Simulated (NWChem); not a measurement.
System: disulfur (S2, triplet); SMILES S=S

```xyz
2

S      0.0000     0.0000     0.9634
S      0.0000     0.0000    -0.9634
```
Atoms are numbered in this order, from 1.

All runs: NWChem. Geometry optimised at B3LYP/6-31G*; all other runs use it. Pople sets run with spherical d functions. Spin-unrestricted. Vzz has the sign of the potential's second derivative. Excited states of an open shell can be spin-contaminated.

| quantity | level | value |
|---|---|---|
| lowest empty minus highest occupied level, either spin (eV) | MN15/def2-SVP | 4.40 |
| cavity-dispersion-structure term (kcal/mol) in ethyl acetate | PBE/def2-SVP, SMD | -3.0 |
| Vzz S2 (a.u.) | PBE/def2-SVP | 1.075 |
| vertical, lowest excitation (eV) | PBE/aug-cc-pVDZ, TDA | 3.44 |
| highest harmonic frequency (cm⁻¹) | B3LYP/6-31G* | 701 |
